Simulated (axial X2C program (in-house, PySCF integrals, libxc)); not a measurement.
**Low determinants of NaC at the PBE0 level, non-relativistic**

Computed with an in-house all-electron X2C program for linear molecules (integrals from PySCF). The Hamiltonian is the X2C one with the speed of light multiplied by 100, which is the non-relativistic limit. Basis: Na dyall-v3z [9s8p4d2f], C dyall-v3z [7s6p2d1f] (cores contracted in-house); Gaussian nuclei, density fitting, unrestricted open shells. Masses: Na 22.990 u, C 12.000 u.

Search at 2.270 Å (vertical energies from the lowest determinant):

```json
{"ΔE (eV)": "0.00", "state": "M_S = 3/2, Λ = 0", "electrons beyond evenly filled partner blocks": "σα, π+α, π-α", "electrons in σ, π, δ, φ": "11 6 0 0"}
{"ΔE (eV)": "0.69", "state": "M_S = 1/2, Λ = 0", "electrons beyond evenly filled partner blocks": "σβ, π+α, π-α", "electrons in σ, π, δ, φ": "11 6 0 0"}
{"ΔE (eV)": "1.43", "state": "M_S = 1/2, Λ = 1", "electrons beyond evenly filled partner blocks": "π+α", "electrons in σ, π, δ, φ": "12 5 0 0"}
{"ΔE (eV)": "1.51", "state": "M_S = 1/2, Λ = 0", "electrons beyond evenly filled partner blocks": "σα, π+β, π-α", "electrons in σ, π, δ, φ": "11 6 0 0"}
{"ΔE (eV)": "1.51", "state": "M_S = 1/2, Λ = 2", "electrons beyond evenly filled partner blocks": "σα, π+α, π+β", "electrons in σ, π, δ, φ": "11 6 0 0"}
{"ΔE (eV)": "2.48", "state": "M_S = 1/2, Λ = 1", "electrons beyond evenly filled partner blocks": "π+α, π+β, π-α", "electrons in σ, π, δ, φ": "10 7 0 0"}
{"ΔE (eV)": "2.67", "state": "M_S = 3/2, Λ = 1", "electrons beyond evenly filled partner blocks": "2 × σα, π+α", "electrons in σ, π, δ, φ": "12 5 0 0"}
```

Lowest determinant, M_S = 3/2, Λ = 0 (beyond evenly filled blocks: σα, π+α, π-α): Re = 2.232 Å, ωe = 435.1 cm⁻¹.

The determinant in row 2 of the search, M_S = 1/2, Λ = 0 (beyond evenly filled blocks: σβ, π+α, π-α), was followed along the bond at PBE0; measured from the minimum of the lowest determinant it gives:

Te = 0.689 eV (5559 cm⁻¹), Re = 2.271 Å, ωe = 393.5 cm⁻¹.

(1) Compare the bond of the determinant in row 2 with that of the lowest one.

The search compares states at one distance, so a state with another bond length can lie lower; it is not exhaustive and yields mostly the lowest determinant of each block pattern, so other components and higher states of one pattern are missing. These are energies of single determinants, not of spin-adapted states; PBE0 term energies can be off by some tenths of an eV, and the functional has no current term. Row 2 is spin-contaminated (⟨S²⟩ = 1.76 against 0.75), so its values are not those of a pure state.

Results:

(1) At PBE0 its Re is 0.039 Å longer and its force constant, which goes as ωe², is 0.82 times that of the lowest determinant. This determinant mixes spin states, so it has no term energy of its own.
